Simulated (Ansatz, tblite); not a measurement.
# The cluster Cu2Te: rung by rung, part 2 of 2

How do method and basis change the picture of the cluster Cu2Te (singlet)?

Ansatz 0.2.0, Gaussian basis; as each input shows. Earlier steps stand in the parts before.

## Step 12: PBE0-D4/def2-SVP

Input file in.yaml:

```yaml
crystal:
  periodic: [false, false, false]
  atoms:
    - {symbol: Cu, position_ang: [-0.249949, 0.410622, -1.404496]}
    - {symbol: Cu, position_ang: [1.011947, 0.593620, 0.909554]}
    - {symbol: Te, position_ang: [-0.761998, -1.004242, 0.494952]}
basis:
  gaussian: {orbitals: def2-SVP, initial_orbitals: start.molden}
hamiltonian: {xc: pbe0, dispersion: d4}
scf: {omitted_lower_state_checks: [starts]}
output: {orbitals: {seedname: orbitals}}
```

The run is started by

```
> ansatz run in.yaml --threads 2 --pin off --events-out ev --progress --plain --max-ram 4352MiB
```

Standard output (excerpt; [...] marks lines left out):

```text
Functional definition: PBE0
  name "PBE0"
  cite "Adamo & Barone, J. Chem. Phys. 110, 6158 (1999) doi:10.1063/1.478522"
  cite "Perdew, Burke & Ernzerhof, Phys. Rev. Lett. 77, 3865 (1996) doi:10.1103/PhysRevLett.77.3865"
  parent pbe
[...]
1028 factors; integrals over basis functions are off by at most 7.1e-4 eV
[...]
mean field -96550.36780621 eV, -3548.1605726884 hartree, gradient 4.4e-5 eV, S^2 0.000000; 0 other end points of the search recorded, 0 dependent functions left out
reference -96550.36784176 eV, -3548.1605739947 hartree; 41, 41 occupied and 47, 47 virtual orbitals, 1028 factors
Total energy: -96550.46516132 eV, -3548.1641504225 hartree
Checks for a lower state left out: starts
```

It took 2.2 s on 2 threads of Arm Neoverse V2, shared host.

HOMO -5.08 eV, LUMO -2.22 eV.

## Step 13: PBE0-D4/def2-TZVPD

in.yaml, as its differences from that of step 12:

```diff
@@ -7,3 +7,3 @@
 basis:
-  gaussian: {orbitals: def2-SVP, initial_orbitals: start.molden}
+  gaussian: {orbitals: def2-TZVPD, initial_orbitals: start.molden}
 hamiltonian: {xc: pbe0, dispersion: d4}
```

The command is unchanged.

Standard output:

```text
Functional definition: PBE0
  name "PBE0"
  cite "Adamo & Barone, J. Chem. Phys. 110, 6158 (1999) doi:10.1063/1.478522"
  cite "Perdew, Burke & Ernzerhof, Phys. Rev. Lett. 77, 3865 (1996) doi:10.1103/PhysRevLett.77.3865"
  parent pbe
  parameter a = 0.25
  parameter kappa = 0.804
  parameter beta = 0.06672455060314922
  exchange = (1 - a)*pbe_x(kappa = kappa, mu = beta*pi^2/3) + a*exact_x
  correlation = pbe_c(beta = beta)
these checks for a lower state are left out or cut short: starts
1573 factors; their error is unknown
mean field evaluation 1: about -96563.6197 eV, gradient 4.7e0 eV
mean field evaluation 2: about -96563.6588 eV, gradient 9.3e-2 eV
mean field evaluation 4: about -96564.0449 eV, gradient 6.4e-4 eV
mean field evaluation 8: about -96564.0449 eV, gradient 1.7e-5 eV
mean field -96564.04493200 eV, -3548.6631977905 hartree, gradient 1.7e-5 eV, S^2 0.000000; 0 other end points of the search recorded, 0 dependent functions left out
reference -96564.04496586 eV, -3548.6631990347 hartree; 41, 41 occupied and 114, 114 virtual orbitals, 1573 factors
Total energy: -96564.14228542 eV, -3548.6667754625 hartree
Checks for a lower state left out: starts
```

Run time: 4.4 s. Hardware: 2 threads of Arm Neoverse V2, shared host.

From the report: HOMO -5.50 eV, LUMO -2.64 eV.

## Step 14: PBE-D4/def2-TZVPD

in.yaml, as its differences from that of step 13:

```diff
@@ -8,3 +8,3 @@
   gaussian: {orbitals: def2-TZVPD, initial_orbitals: start.molden}
-hamiltonian: {xc: pbe0, dispersion: d4}
+hamiltonian: {xc: pbe, dispersion: d4}
 scf: {omitted_lower_state_checks: [starts]}
```

Same command.

Standard output:

```text
Functional definition: PBE
  name "PBE"
  cite "Perdew, Burke & Ernzerhof, Phys. Rev. Lett. 77, 3865 (1996) doi:10.1103/PhysRevLett.77.3865"
  parent pbe
  parameter kappa = 0.804
  parameter beta = 0.06672455060314922
  exchange = pbe_x(kappa = kappa, mu = beta*pi^2/3)
  correlation = pbe_c(beta = beta)
these checks for a lower state are left out or cut short: starts
1387 factors; their error is unknown
mean field evaluation 1: about -96563.6610 eV, gradient 1.2e1 eV
mean field evaluation 2: about -96563.9454 eV, gradient 7.3e-1 eV
mean field evaluation 4: about -96563.9247 eV, gradient 7.1e-2 eV
mean field -96563.92472158 eV, -3548.6587801391 hartree, gradient 2.2e-5 eV, S^2 0.000000; 0 other end points of the search recorded, 0 dependent functions left out
reference -96563.92476571 eV, -3548.6587817607 hartree; 41, 41 occupied and 114, 114 virtual orbitals, 1387 factors
Total energy: -96564.04015436 eV, -3548.6630222155 hartree
Checks for a lower state left out: starts
```

It took 2.6 s on 2 threads of Arm Neoverse V2, shared host.

From the report: HOMO -4.69 eV, LUMO -3.46 eV.

## Step 15: r2SCAN-D4/def2-TZVPD

in.yaml, as its differences from that of step 14:

```diff
@@ -8,3 +8,3 @@
   gaussian: {orbitals: def2-TZVPD, initial_orbitals: start.molden}
-hamiltonian: {xc: pbe, dispersion: d4}
+hamiltonian: {xc: r2scan, dispersion: d4}
 scf: {omitted_lower_state_checks: [starts]}
```

Launched as before.

Standard output:

```text
Functional definition: r2SCAN
  name "r2SCAN"
  cite "Furness, Kaplan, Ning, Perdew & Sun, J. Phys. Chem. Lett. 11, 8208 (2020) doi:10.1021/acs.jpclett.0c02405"
  cite "Furness, Kaplan, Ning, Perdew & Sun, J. Phys. Chem. Lett. 11, 9248 (2020) doi:10.1021/acs.jpclett.0c03077"
  parent r2scan
  parameter k0 = 0.174
  parameter k1 = 0.065
  parameter a1 = 4.9479
  exchange = r2scan_x(k0 = k0, k1 = k1, a1 = a1)
  correlation = r2scan_c
these checks for a lower state are left out or cut short: starts
1387 factors; their error is unknown
mean field evaluation 1: about -96579.0737 eV, gradient 8.9e0 eV
mean field evaluation 2: about -96579.2164 eV, gradient 4.8e-1 eV
mean field evaluation 4: about -96579.1948 eV, gradient 9.2e-2 eV
mean field -96579.19481723 eV, -3549.2199458037 hartree, gradient 2.9e-5 eV, S^2 0.000000; 0 other end points of the search recorded, 0 dependent functions left out
reference -96579.19483301 eV, -3549.2199463835 hartree; 41, 41 occupied and 114, 114 virtual orbitals, 1387 factors
Total energy: -96579.21449190 eV, -3549.2206688347 hartree
Checks for a lower state left out: starts
```

Run time: 6 s. Hardware: 2 threads of Arm Neoverse V2, shared host.

From the report: HOMO -4.77 eV, LUMO -3.26 eV.

## Step 16: CCSD(T)/def2-TZVPP

in.yaml, as its differences from that of step 15:

```diff
@@ -7,4 +7,4 @@
 basis:
-  gaussian: {orbitals: def2-TZVPD, initial_orbitals: start.molden}
-hamiltonian: {xc: r2scan, dispersion: d4}
+  gaussian: {orbitals: def2-TZVPP, initial_orbitals: start.molden}
+correlation: {method: ccsd_t, frozen_orbitals: {Cu: 9, Te: 4}}
 scf: {omitted_lower_state_checks: [starts]}
```

Launched as before.

Standard output (excerpt; [...] marks lines left out):

```text
Functional definition: HF
  name "HF"
  cite "Fock, Z. Phys. 61, 126 (1930) doi:10.1007/BF01340294"
  parent pbe
[...]
1390 factors; integrals over basis functions are off by at most 9.4e-4 eV
[...]
mean field -96462.54971652 eV, -3544.9333174174 hartree, gradient 1.4e-6 eV, S^2 0.000000; 0 other end points of the search recorded, 0 dependent functions left out
22 core orbitals not correlated: weight in the atoms' cores, before any rotation towards them, 1.000 or more for the frozen orbitals, at most 0.000 for the correlated occupied ones
reference -96462.54971652 eV, -3544.9333174174 hartree; 19, 19 occupied and 137, 137 virtual orbitals, 1390 factors
second order -40.26326875 eV of doubles, -0.00000000 eV of singles
cycle   1  -33.63123974 eV  change     6.6e0 eV  update   2.6e-1
[...]
cycle  15  -35.75140127 eV  change    4.5e-5 eV  update   2.1e-5
perturbative correction -1.48703956 eV, -0.0546476959 hartree
Total energy: -96499.78815735 eV, -3546.3018048769 hartree
Checks for a lower state left out: starts
```

Run time: 20 s. Hardware: 2 threads of Arm Neoverse V2, shared host; peak memory 1.2 GiB.

Report: Hartree-Fock HOMO -7.05 eV, LUMO -0.05 eV; T1 0.026.

## Step 17: MP2/def2-TZVP

in.yaml, as its differences from that of step 16:

```diff
@@ -7,4 +7,4 @@
 basis:
-  gaussian: {orbitals: def2-TZVPP, initial_orbitals: start.molden}
-correlation: {method: ccsd_t, frozen_orbitals: {Cu: 9, Te: 4}}
+  gaussian: {orbitals: def2-TZVP, initial_orbitals: start.molden}
+correlation: {method: mp2, frozen_orbitals: {Cu: 9, Te: 4}}
 scf: {omitted_lower_state_checks: [starts]}
```

Launched as before.

Standard output:

```text
Functional definition: HF
  name "HF"
  cite "Fock, Z. Phys. 61, 126 (1930) doi:10.1007/BF01340294"
  parent pbe
  exchange = exact_x
  correlation = 0
these checks for a lower state are left out or cut short: starts
1426 factors; integrals over basis functions are off by at most 4.4e-4 eV
mean field evaluation 1: about -96460.6018 eV, gradient 3.1e1 eV
mean field evaluation 2: about -96462.0440 eV, gradient 2.4e0 eV
mean field evaluation 4: about -96462.4792 eV, gradient 1.9e0 eV
mean field evaluation 8: about -96462.4944 eV, gradient 9.0e-4 eV
mean field -96462.49436972 eV, -3544.9312834603 hartree, gradient 2.5e-6 eV, S^2 0.000000; 0 other end points of the search recorded, 0 dependent functions left out
22 core orbitals not correlated: weight in the atoms' cores, before any rotation towards them, 1.000 or more for the frozen orbitals, at most 0.000 for the correlated occupied ones
reference -96462.49436972 eV, -3544.9312834603 hartree; 19, 19 occupied and 99, 99 virtual orbitals, 1426 factors
second order -35.88137616 eV of doubles, -0.00000000 eV of singles
Total energy: -96498.37574588 eV, -3546.2498997129 hartree
Checks for a lower state left out: starts
```

Run time: 3.1 s. Hardware: 2 threads of Arm Neoverse V2, shared host.

Report: Hartree-Fock HOMO -7.02 eV, LUMO -0.03 eV.

## Step 18: RPA/def2-TZVP

in.yaml, as its differences from that of step 17:

```diff
@@ -8,4 +8,4 @@
   gaussian: {orbitals: def2-TZVP, initial_orbitals: start.molden}
-correlation: {method: mp2, frozen_orbitals: {Cu: 9, Te: 4}}
+hamiltonian: {xc: pbe}
+correlation: {method: rpa, frozen_orbitals: {Cu: 9, Te: 4}}
 scf: {omitted_lower_state_checks: [starts]}
-output: {orbitals: {seedname: orbitals}}
```

Same command.

Standard output (excerpt; [...] marks lines left out):

```text
Functional definition: PBE
  name "PBE"
  cite "Perdew, Burke & Ernzerhof, Phys. Rev. Lett. 77, 3865 (1996) doi:10.1103/PhysRevLett.77.3865"
  parent pbe
[...]
1426 factors; integrals over basis functions are off by at most 4.4e-4 eV
[...]
mean field -96563.88017376 eV, -3548.6571430367 hartree, gradient 6.1e-6 eV, S^2 0.000000; 0 other end points of the search recorded, 0 dependent functions left out
22 core orbitals not correlated: weight in the atoms' cores, before any rotation towards them, 1.000 or more for the frozen orbitals, at most 0.000 for the correlated occupied ones
reference -96459.50448255 eV, -3544.8214071332 hartree; 19, 19 occupied and 99, 99 virtual orbitals, 1426 factors
Total energy: -96503.64782528 eV, -3546.4436450570 hartree
Checks for a lower state left out: starts
```

Run time: 5.5 s. Hardware: 2 threads of Arm Neoverse V2, shared host.

## Step 19: Comparison

```tsv
level	functions	HOMO (eV)	LUMO (eV)	gap (eV)	time
PBE-D4/def2-SVP	88	-4.16	-3.01	1.14	1.6 s
PBE-D4/def2-TZVP	140	-4.63	-3.40	1.23	2.6 s
PBE-D4/def2-TZVPD	155	-4.69	-3.46	1.23	2.6 s
BLYP-D4/def2-TZVP	140	-4.53	-3.38	1.15	2.7 s
r2SCAN-D4/def2-TZVP	140	-4.73	-3.20	1.53	5.5 s
r2SCAN-D4/def2-TZVPD	155	-4.77	-3.26	1.52	6 s
r2SCANh-D4/def2-TZVP	140	-5.06	-2.88	2.17	6.5 s
PBE0-D4/def2-SVP	88	-5.08	-2.22	2.85	2.2 s
PBE0-D4/def2-TZVP	140	-5.45	-2.56	2.89	4.1 s
PBE0-D4/def2-TZVPD	155	-5.50	-2.64	2.86	4.4 s
r2SCAN0-D4/def2-TZVP	140	-5.53	-2.44	3.09	7.5 s
BHLYP-D4/def2-TZVP	140	-6.14	-1.85	4.28	4.4 s
```

The pieces so far (eV):

```tsv
basis	HF	MP2 correlation	CCSD correlation	(T)	total
def2-TZVPP	-96462.5497	-40.2633	-35.7514	-1.4870	-96499.7882
def2-TZVP	-96462.4944	-35.8814			-96498.3757 (MP2)
```

## Step 20: Binding energy

Free atoms were run apart at each level; binding is atoms less cluster, divided by the number of atoms, without zero-point or spin-orbit terms.

Differences are taken before rounding.

```tsv
method	binding an atom (eV)	from CCSD(T)/def2-TZVPP (eV)	time
HF/def2-TZVP	0.722	-0.887	
HF/def2-TZVPP	0.738	-0.871	
PBE-D4/def2-SVP	2.044	+0.435	1.6 s
PBE-D4/def2-TZVP	1.808	+0.199	2.6 s
PBE-D4/def2-TZVPD	1.821	+0.212	2.6 s
BLYP-D4/def2-TZVP	1.685	+0.076	2.7 s
r2SCAN-D4/def2-TZVP	1.767	+0.158	5.5 s
r2SCAN-D4/def2-TZVPD	1.778	+0.169	6 s
r2SCANh-D4/def2-TZVP	1.702	+0.092	6.5 s
PBE0-D4/def2-SVP	1.816	+0.207	2.2 s
PBE0-D4/def2-TZVP	1.654	+0.045	4.1 s
PBE0-D4/def2-TZVPD	1.665	+0.056	4.4 s
r2SCAN0-D4/def2-TZVP	1.618	+0.009	7.5 s
BHLYP-D4/def2-TZVP	1.469	-0.140	4.4 s
PBE-QIDH/def2-TZVP	1.633	+0.024	6 s
RPA/def2-TZVP	1.403	-0.206	5.5 s
MP2/def2-TZVP	1.672	+0.063	3.1 s
CCSD/def2-TZVPP	1.481	-0.129	
CCSD(T)/def2-TZVPP	1.609	0	20 s
```

Among the levels timed on like hardware and quicker than the yardstick, those that no quicker one beats, quickest first: PBE-D4/def2-SVP (1.6 s, +0.435 eV); PBE0-D4/def2-SVP (2.2 s, +0.207 eV); PBE-D4/def2-TZVP (2.6 s, +0.199 eV); BLYP-D4/def2-TZVP (2.7 s, +0.076 eV); MP2/def2-TZVP (3.1 s, +0.063 eV); PBE0-D4/def2-TZVP (4.1 s, +0.045 eV); PBE-QIDH/def2-TZVP (6 s, +0.024 eV); r2SCAN0-D4/def2-TZVP (7.5 s, +0.009 eV).

## Step 21: Summary of results

The summary covers parts 1 to 2.

```
                                                 quantity                                  value
gap in def2-TZVP, named functionals, smallest and largest  1.15 eV (BLYP-D4), 4.28 eV (BHLYP-D4)
                   correlation energy, CCSD(T)/def2-TZVPP                              -37.24 eV
                        correlation energy, MP2/def2-TZVP                              -35.88 eV
                      binding an atom, CCSD(T)/def2-TZVPP                               1.609 eV
          PBE0 total energy, smallest basis above largest        13.68 eV (def2-SVP, def2-TZVPD)
```

Orbital gaps of the named functionals in def2-TZVP span 1.15 eV (BLYP-D4) to 4.28 eV (BHLYP-D4); exact exchange widens it. The functionals in def2-TZVP miss CCSD(T)/def2-TZVPP by -0.140 (BHLYP-D4) to +0.199 eV (PBE-D4) an atom. CCSD(T)/def2-TZVPP isn't at the basis-set limit; small misses against it rank nothing.

For cost: r2SCAN0-D4/def2-TZVP gets within 0.009 eV in 7.5 s, where CCSD(T)/def2-TZVPP took 20 s; the quickest level in the cost chart, PBE-D4/def2-SVP, takes 1.6 s and misses by 0.435 eV. The slowest run with a step of its own, CCSD(T)/def2-TZVPP, took 20 s; the quickest functional in def2-TZVP took 2.6 s (shared host).
